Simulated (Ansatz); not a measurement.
# BSiH (singlet): wave-function methods side by side, 6-31G

An exercise on one series of results from a longer session: the logs are not shown, and one member is left open.

Program: Ansatz 0.2.0, Gaussian basis. Level of theory: 6-31G, core rule «outside noble gas», up to 6 orbitals frozen. These are calculated values, not measurements.

Plan: UHF; CCSD(T) on RHF; CCSD(T) on UHF; BCCD(T) on RHF; CISD; CCSDT(Q) on RHF; CCSDT(Q) on UHF; CISDTQ; CCSDTQ on RHF; CCSDTQ on UHF; CASSCF and MRCISD+Q, 8 electrons in 9 orbitals; CASSCF and NEVPT2, 8 electrons in 9 orbitals; Full CI.

14 further runs of the same task are left out: 5 that didn't finish, 9 set aside as unsound or not needed.

**The geometry**

The geometry is a PBE0/def2-TZVP stationary point (not a proven minimum).

3 atoms, charge 0, spin multiplicity 1.

Atoms are counted from 1 here; the program's logs count them from 0.

Bond lengths: Si1–B2 1.895 Å, B2–H3 1.186 Å. Angles: Si1–B2–H3 180.0°.

The first run:

File in.yaml:

```yaml
crystal:
  periodic: [false, false, false]
  atoms:
    - {symbol: Si, position_ang: [0.000000, 0.000000, 1.658754]}
    - {symbol: B, position_ang: [0.000000, 0.000000, -0.236394]}
    - {symbol: H, position_ang: [0.000000, 0.000000, -1.422360]}
basis:
  gaussian: {orbitals: 6-31G}
magnetization: {spin_polarized: true, initial_magnetization: 0}
hamiltonian: {xc: hf}
output: {orbitals: {seedname: orbitals}}
```

The run is started by

```sh
$ ansatz run in.yaml --threads 1 --pin off --events-out ev --progress --plain --max-ram 2393MiB
```

Among the steps run: UHF; CCSD(T) on RHF; CCSD(T) on UHF; BCCD(T) on RHF; CISD; CCSDT(Q) on RHF; CCSDT(Q) on UHF; CISDTQ; CCSDTQ on RHF; CCSDTQ on UHF; CASSCF and MRCISD+Q, 8 electrons in 9 orbitals; CASSCF and NEVPT2, 8 electrons in 9 orbitals; Full CI.

One of the session's tables, all rows but one given; the rest of the session is left out.

| method | from FCI (meV) |
| --- | --- |
| RHF | ? |
| RMP2 | +946.7 |
| CISD | +406.6 |
| RCCSD | +199.0 |
| RCCSD(T) | +107.8 |
| BCCD(T) | +108.9 |
| RCCSDT | +52.5 |
| CISDTQ | +43.6 |
| RCCSDT(Q) | +13.3 |
| RCCSDTQ | +2.3 |
| CASSCF valence | +795.8 |
| NEVPT2 valence | +235.4 |
| MRCISD valence | +19.6 |
| MRCISD+Q valence | +2.8 |
| FCI | 0 |

Q: Estimate the row for RHF from the others.

**Answer.** from FCI (meV): +3286.1. In the column «from FCI (meV)» it is the highest.

Left out of the table: UHF, UMP2, UCCSD, UCCSD(T), UCCSDT, UCCSDT(Q), UCCSDTQ (another determinant or state than the rows shown).

To keep in mind: The report flags that the cluster equations may have other roots. The program flags RCCSDT(Q), RCCSDTQ as in doubt, so those rows may rest on another solution; read them beside their warnings.
